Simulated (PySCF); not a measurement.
**Potential energy of HCl⁻ along the bond**

Set-up: H def2-TZVPPD, Cl def2-TZVPPD; no relativity (PySCF 2.14). Energies in eV from H + Cl⁻ in their ground configurations at the same level. State: ²Σ⁺ (doublet), unpaired electrons σ ↑.

```
R (Å)  LC-ωPBE   PBEsol     BLYP  UHF-CCSD(T)
1.778  -0.0837  -0.3875  -0.2523             
1.861  -0.1214  -0.4036  -0.2933      -0.1119
1.944  -0.1448  -0.4093  -0.3216      -0.1382
2.006  -0.1544  -0.4076  -0.3354      -0.1506
2.068  -0.1587  -0.4017  -0.3437      -0.1577
2.130  -0.1587  -0.3922  -0.3472      -0.1605
2.213  -0.1539  -0.3752  -0.3458      -0.1590
2.316  -0.1429  -0.3492  -0.3366      -0.1514
2.440  -0.1264  -0.3142  -0.3184      -0.1376
2.606  -0.1037  -0.2659  -0.2877
```

Problem. Put a parabola through the three lowest points of the LC-ωPBE curve and estimate Re, k and ωe (reduced mass 0.9796 u; 1 eV/Å² = 0.16022 mdyn/Å; ωe = 1302.8·√(k/μ) cm⁻¹).

Solution. Through R = 2.068, 2.13, 2.213 Å the second-order coefficient is 0.399 eV/Å², so Re ≈ 2.099 Å, k ≈ 0.128 mdyn/Å and ωe ≈ 471 cm⁻¹. A polynomial fit of higher order to the unrounded LC-ωPBE energies gives Re = 2.099 Å, k = 0.154 mdyn/Å, ωe = 517 cm⁻¹; anharmonicity and rounding make the difference.

The higher-order fit for each curve: LC-ωPBE: Re = 2.099 Å, ωe = 517 cm⁻¹, De = 0.159 eV; PBEsol: Re = 1.953 Å, ωe = 595 cm⁻¹, De = 0.409 eV; BLYP: Re = 2.153 Å, ωe = 518 cm⁻¹, De = 0.347 eV; UHF-CCSD(T): Re = 2.147 Å, ωe = 480 cm⁻¹, De = 0.161 eV.

Correlated steps freeze 5 core orbitals. The bond is weak. Basis-set superposition, not corrected here, can be much of De in a small basis, most of all at correlated wavefunction levels. For an ion De counts to the pair picked by the measured ionisation energies or electron affinities, which need not be the lowest pair at this level. The highest Kohn–Sham level is positive in this anion. Much of that is self-interaction error, but it also means that the finite basis helps to hold the extra electron. The state was picked by a PBE0 search and need not be the measured ground state.
